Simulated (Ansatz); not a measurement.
# CHNaS: the cost of one run

Program: Ansatz 0.2.0. Level of theory: RKS LDA/def2-SVP. These are calculated values, not measurements.

### Step 1. The system as given

Bond lengths: Na1–C2 2.302 Å, Na1–S3 3.148 Å, C2–S3 1.635 Å, C2–H4 1.102 Å. Angles: Na1–C2–S3 104.9°, Na1–C2–H4 144.7°, S3–C2–H4 110.4°, C2–Na1–S3 30.1°, Na1–S3–C2 45.0°.

Coordinates:

```xyz
4

Na    1.2892   -0.3906    1.5721
C    -0.1636   -0.2167   -0.2054
S    -0.3719    1.3906   -0.4229
H    -0.7537   -0.7833   -0.9438
```

### Step 2. End point A

input.yaml reads:

```yaml
crystal:
  periodic: [false, false, false]
  atoms:
    - { symbol: Na, position_ang: [1.28918, -0.39064, 1.57211] }
    - { symbol: C, position_ang: [-0.16356, -0.21668, -0.20538] }
    - { symbol: S, position_ang: [-0.3719, 1.39059, -0.42293] }
    - { symbol: H, position_ang: [-0.75371, -0.78326, -0.9438] }
basis:
  gaussian: { orbitals: def2-SVP }
hamiltonian:
  xc: lda
relax:
  f_tol: 0.02
  max_steps: 50
```

On the command line:

```
> ansatz run input.yaml --threads 1 --pin off --max-ram 2048MiB --backend cpu --events-out ev --progress --plain --runs-dir out
```

**Question.** How long does this run take on 1 thread of an Arm CPU, shared host, and how much memory does it need?

About 7.9 s, with a peak of 0.11 GiB.
